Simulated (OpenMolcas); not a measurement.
**CH8Si2 (SMILES [SiH3]C[SiH3]): levels of theory compared**

We compute a comparison of 6 runs (B2PLYP/def2-SVP, M06-2X/def2-SVP, PBE/def2-SVP, PBE0/def2-SVP, MP2/def2-SVP, CCSD(T)/def2-SVP) of CH8Si2. 

The calculation is run with OpenMolcas 26.06.

1 further run of the same task is left out (set aside as unsound or not needed).

**1. The system as given**

The species is CH8Si2 (11 atoms), meant as a singlet with charge 0. As SMILES, `[SiH3]C[SiH3]`. The coordinates come from a PBE0-D4/def2-TZVP relaxation.

Bond lengths: Si1–C2 1.872 Å, C2–Si3 1.872 Å, Si1–H4 1.488 Å, Si1–H5 1.487 Å, Si1–H6 1.487 Å, C2–H7 1.095 Å, C2–H8 1.095 Å, Si3–H9 1.487 Å, Si3–H10 1.487 Å, Si3–H11 1.488 Å. Some angles: Si1–C2–Si3 114.4°, Si1–C2–H7 108.8°, Si1–C2–H8 108.8°, Si3–C2–H7 108.8°, Si3–C2–H8 108.8°, C2–Si1–H4 111.1°, C2–Si1–H5 110.2°, C2–Si1–H6 110.2°, C2–Si3–H9 110.2°, C2–Si3–H10 110.2°.

**2. A single-point energy at B2PLYP/def2-SVP (run 1)**

File calc.inp:

```
&gateway
  baslib = $CurrDir
  basisset
  Si.def2-SVP....
  Si1 -1.158980 1.034720 -0.344660 angstrom
  Si3 1.335180 -0.652340 0.569590 angstrom
  End of Basis
  basisset
  C.def2-SVP....
  C2 -0.286340 -0.621440 -0.365590 angstrom
  End of Basis
  basisset
  H.def2-SVP....
  H4 -2.435800 0.976800 -1.106490 angstrom
  H5 -0.293510 2.078920 -0.955560 angstrom
  H6 -1.463790 1.436810 1.054620 angstrom
  H7 -0.954100 -1.377620 0.060730 angstrom
  H8 -0.099440 -0.908830 -1.405770 angstrom
  H9 1.110650 -0.304370 1.998260 angstrom
  H10 2.282060 0.336720 -0.011600 angstrom
  H11 1.964060 -1.999380 0.506460 angstrom
  End of Basis

&seward
  gridinput
  Grid=UltraFine
  End of Grid

&scf
  ksdft = B2PLYP_SCF
  thresholds = 1e-10 1e-07 1e-07 1e-05
  prorbitals = 1 1

&mbpt2
  frozen = 11
```

The basis set def2-SVP is read from a file made from the Basis Set Exchange's data (not shown).

Run with:

```bash
$ export MOLCAS_MEM=1860
$ pymolcas calc.inp > calc.log
```

What it wrote:

```text
--- Start Module: gateway ---
[...]
--- Stop Module: gateway /rc=_RC_ALL_IS_WELL_ ---
[...]
      Basis functions           90
[...]
--- Start Module: scf ---
[...]
       Convergence after  11 Iterations
[...]
::    Total KS-DFT energy                            -621.2465272109
[...]
      Total spin, S                                     0.0000000000
[...]
      Total electronic charge=   42.000000
      Total            charge=   -0.000000
[...]
      Dipole Moment (debye):
      Origin of the operator (angstrom)=    0.0211    0.0458    0.0269
                   X= -3.1012E-01               Y= -6.7313E-01               Z= -3.9592E-01           Total=  8.4026E-01
      Quadrupole Moment (debye*angstrom):
[...]
--- Stop Module: scf /rc=_RC_ALL_IS_WELL_ ---
[...]
--- Start Module: mbpt2 ---
[...]
 ###    WARNING: MP2 implementation intended for RHF references only         ###
 ###############################################################################
MBPT2 WARNING: Reference function according to RunFile:KS-DFT
I'll assume you know what you're doing and continue
WARNING!
Default frozen orbitals as non valence orbitals is overwritten by user input.
Default values:   5
[...]
       Reference weight ( Cref**2 )         =        0.82039
::    Total MBPT2 energy                             -621.6843130488
[...]
      Total MBPT2 calculations                           0.31      0.35
--- Stop Module: mbpt2 /rc=_RC_ALL_IS_WELL_ ---
[...]
```

Run time: 25 s. Hardware: 1 thread of AMD EPYC 7R43 (Zen 3), shared host; peak memory 0.49 GiB.

**3. Energy and forces at M06-2X/def2-SVP (run 2)**

File calc.inp:

```
&GATEWAY
 BasLib=$CurrDir
 BasisSet
 Si.def2-SVP....
 Si1 -1.158980 1.034720 -0.344660 angstrom
 Si3 1.335180 -0.652340 0.569590 angstrom
 End of Basis
 BasisSet
 C.def2-SVP....
 C2 -0.286340 -0.621440 -0.365590 angstrom
 End of Basis
 BasisSet
 H.def2-SVP....
 H4 -2.435800 0.976800 -1.106490 angstrom
 H5 -0.293510 2.078920 -0.955560 angstrom
 H6 -1.463790 1.436810 1.054620 angstrom
 H7 -0.954100 -1.377620 0.060730 angstrom
 H8 -0.099440 -0.908830 -1.405770 angstrom
 H9 1.110650 -0.304370 1.998260 angstrom
 H10 2.282060 0.336720 -0.011600 angstrom
 H11 1.964060 -1.999380 0.506460 angstrom
 End of Basis

&SEWARD
 GridInput
 Grid=UltraFine
 End of Grid

&SCF
 KSDFT=M062X
 Thresholds=1e-10 1e-07 1e-07 1e-05
 PrOrbitals=1 2

&ALASKA
```

The basis set def2-SVP is read from a file made from the Basis Set Exchange's data (not shown).

Run with:

```bash
$ export MOLCAS_MEM=1860
$ pymolcas calc.inp > calc.log
```

What it wrote:

```text
--- Start Module: gateway ---
[...]
--- Stop Module: gateway /rc=_RC_ALL_IS_WELL_ ---
[...]
      Basis functions           90
[...]
--- Start Module: scf ---
[...]
       Convergence after  11 Iterations
[...]
::    Total KS-DFT energy                            -621.6120383462
[...]
      Total spin, S                                     0.0000000000
[...]
      Total electronic charge=   42.000000
      Total            charge=   -0.000000
[...]
      Dipole Moment (debye):
      Origin of the operator (angstrom)=    0.0211    0.0458    0.0269
                   X= -3.0190E-01               Y= -6.5530E-01               Z= -3.8544E-01           Total=  8.1800E-01
      Quadrupole Moment (debye*angstrom):
[...]
--- Stop Module: scf /rc=_RC_ALL_IS_WELL_ ---
[...]
--- Start Module: alaska ---
[...]
 *              Molecular gradients               *
 **************************************************
  Irreducible representation: a
 ------------------------------------------------------------------------------------------
                              X                       Y                       Z
 ------------------------------------------------------------------------------------------
  SI1               2.54685824174850E-03   -2.68121603484150E-03    6.28299485501804E-04
  SI3              -3.21716647957970E-03    1.21647751405751E-03   -1.48610528202431E-03
  C2               -7.70294558207540E-04   -1.65800550093298E-03   -9.67958530628366E-04
  H4                2.47758240989882E-05   -2.51185962794609E-05    8.73311733107229E-06
  H5               -3.80471206238742E-04   -2.02123174492641E-04    3.67428552985327E-05
  H6               -1.17232771407627E-04   -6.01708375618237E-05   -4.12299773564051E-04
  H7                2.65590964269036E-03    2.96888773440918E-03   -1.76743077582464E-03
  H8               -7.87731089675003E-04    1.07607892575889E-03    4.13478294900038E-03
[...]
--- Stop Module: alaska /rc=_RC_ALL_IS_WELL_ ---
[...]
```

Run time: 46 s. Hardware: 1 thread of AMD EPYC 7R43 (Zen 3), shared host; peak memory 0.49 GiB.

Runs 3 to 5 aren't shown in full; the table further down has their settings and results.

**4. The energy at CCSD(T)/def2-SVP (run 6)**

File run.inp:

```
>>> EXPORT MOLCAS_PRINT=2

&gateway
 baslib=$CurrDir
 coord
 11
 angstrom
 Si      -1.158980       1.034720      -0.344660
 C       -0.286340      -0.621440      -0.365590
 Si       1.335180      -0.652340       0.569590
 H       -2.435800       0.976800      -1.106490
 H       -0.293510       2.078920      -0.955560
 H       -1.463790       1.436810       1.054620
 H       -0.954100      -1.377620       0.060730
 H       -0.099440      -0.908830      -1.405770
 H        1.110650      -0.304370       1.998260
 H        2.282060       0.336720      -0.011600
 H        1.964060      -1.999380       0.506460
 basis=def2-SVP
 group=NoSym

&seward

&scf
 thresholds=1e-10 1e-07 1e-07 1e-05
 prorbitals=1 1

&rasscf
 fileorb=$Project.ScfOrb
 spin=1
 nactel=0 0 0
 inactive=21
 ras2=0
 outorbitals=Canonical
 orblisting=Few

&motra
 jobiph
 frozen=11

&ccsdt
 cct
 triples=2
 iterations=80
 accuracy=1e-08
 extrapolation=5 4
```

The basis set def2-SVP is read from a file made from the Basis Set Exchange's data (not shown).

Run with:

```bash
$ export MOLCAS_MEM=1860
$ pymolcas run.inp > run.log
```

What it wrote:

```text
--- Start Module: gateway ---
[...]
--- Stop Module: gateway /rc=_RC_ALL_IS_WELL_ ---
[...]
      Basis functions           90
[...]
       Convergence after  11 Iterations
[...]
::    Total SCF energy                               -620.1791545621
[...]
      Total spin, S                                     0.0000000000
[...]
      Number of active orbitals                  0
[...]
      Spin quantum number                      0.0
[...]
      Active orbitals                            0
[...]
      Number of CSFs                             1
[...]
      Number of root(s) required                 1
[...]
      Convergence after  4 iterations
[...]
      Natural orbitals and occupation numbers for root  1
      ************************************************************************************************************************
      *                                                    Final results                                                     *
      ************************************************************************************************************************
[...]
::    RASSCF root number  1 Total energy:   -620.17915456
[...]
      Total electronic charge=   42.000000
      Total            charge=   -0.000000
[...]
      Dipole Moment (debye):
      Origin of the operator (angstrom)=    0.0211    0.0458    0.0269
                   X= -3.1304E-01               Y= -6.7946E-01               Z= -3.9963E-01           Total=  8.4816E-01
      Quadrupole Moment (debye*angstrom):
[...]
--- Start Module: motra ---
[...]
      *** WARNING: Default frozen orbitals is overwritten by user input.
      *** Default values:   5
[...]
--- Stop Module: motra /rc=_RC_ALL_IS_WELL_ ---
[...]
--- Start Module: ccsdt ---
[...]
      Convergence after                    14  Iterations
      Total energy (diff) :    -620.59463563      -0.00000001
[...]
 METHOD                       : CCSD+T(CCSD)+<T3(1)WT1> = CCSD(T)
[...]
       CCSD     =      -620.5946356304331
[...]
--- Stop Module: ccsdt /rc=_RC_ALL_IS_WELL_ ---
[...]
```

It took 36 s on 1 thread of AMD EPYC 7R43 (Zen 3), shared host; peak memory 0.49 GiB.

**5. All runs side by side**

| run | level | task | frozen core orbitals | energy (Eh) | dipole moment (D) of the reference | HOMO energy (eV) | LUMO energy (eV) | wall time |
| --- | --- | --- | --- | --- | --- | --- | --- | --- |
| 1 | B2PLYP/def2-SVP | energy | 11 | -621.364729 | 0.84 | -9.93 | 1.89 | 25 s |
| 2 | M06-2X/def2-SVP | gradient | – | -621.612038 | 0.82 | -9.91 | 1.46 | 46 s |
| 3 | PBE/def2-SVP | gradient | – | -621.301756 | 0.86 | -7.52 | -0.10 | 45 s |
| 4 | PBE0/def2-SVP | gradient | – | -621.380872 | 0.86 | -8.81 | 0.72 | 40 s |
| 5 | MP2/def2-SVP | energy | 11 | -620.534887 | 0.85 | -11.89 | 3.84 | 8.4 s |
| 6 | CCSD(T)/def2-SVP | energy | 11 | -620.605264 | 0.85 | -11.89 | 3.84 | 36 s |

**6. Summary of results**

```
                                           quantity          value
                                run 6: total energy  -620.60526 Eh
          run 6: dipole moment (mean-field density)         0.85 D
         run 6: HOMO energy (Hartree–Fock orbitals)      -11.89 eV
         run 6: LUMO energy (Hartree–Fock orbitals)        3.84 eV
       run 6: HOMO–LUMO gap (Hartree–Fock orbitals)       15.73 eV
run 6: correlation energy (11 core orbitals frozen)     -426.1 mEh
                              run 6: (T) correction     -10.63 mEh
```

**Reading.** Over runs 1, 2, 3, 4 the dipole moment (its size) runs from 0.82 D (M06-2X/def2-SVP) to 0.86 D (PBE/def2-SVP). Over runs 1, 2, 3, 4 the HOMO–LUMO gap runs from 7.41 eV (PBE/def2-SVP) to 11.81 eV (B2PLYP/def2-SVP). A double hybrid's value is that of its SCF part. For B2PLYP the log adds the whole second-order term; the table takes 0.27 of it, as the functional is defined. Totals of different functionals can't be ranked against each other. All runs together took 3.3 min, the longest 46 s.
